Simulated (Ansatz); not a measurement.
A made-up structure of BSiH2O, doublet:

O1  (-0.403, -0.302, 1.076)
B2  (-0.675, -0.673, 2.187)
Si3  (-0.060, 0.350, -0.747)
H4  (0.129, -0.749, -1.721)
H5  (1.009, 1.374, -0.796)
(Å)

It is relaxed with PBE-D4/def2-SVP and then PBE0-D4/def2-TZVP (Ansatz 0.2.0). Atoms count as bonded within 1.22 times the sum of their covalent radii (H–H: 0.88 Å). The end point is not checked to be a true minimum.

Task: Does its bonding change? (Judge from chemistry; the calculation decides.)

Result: Computed: No: no bond forms or breaks.

Where it ends: The first stage lowers the energy by 0.79 eV in 6 steps. It ends as BSiH₂O ([B][O][SiH2]):
O1  (-0.295, -0.256, 0.869)
B2  (-0.637, -0.628, 2.049)
Si3  (-0.150, 0.358, -0.679)
H4  (0.103, -0.794, -1.580)
H5  (0.980, 1.321, -0.659)
(Å)

Labels in which every atom is bracketed show which atoms are joined, not bond orders.

For scale, one of the runs: PBE0-D4/def2-TZVP relaxation, 111 basis functions, launched by `ansatz run in.yaml --threads 2 --pin off --events-out ev --progress --plain --max-ram 4352MiB`. Hardware: 2 CPU threads of an Arm Neoverse V1, shared host. Wall time about 24 s.
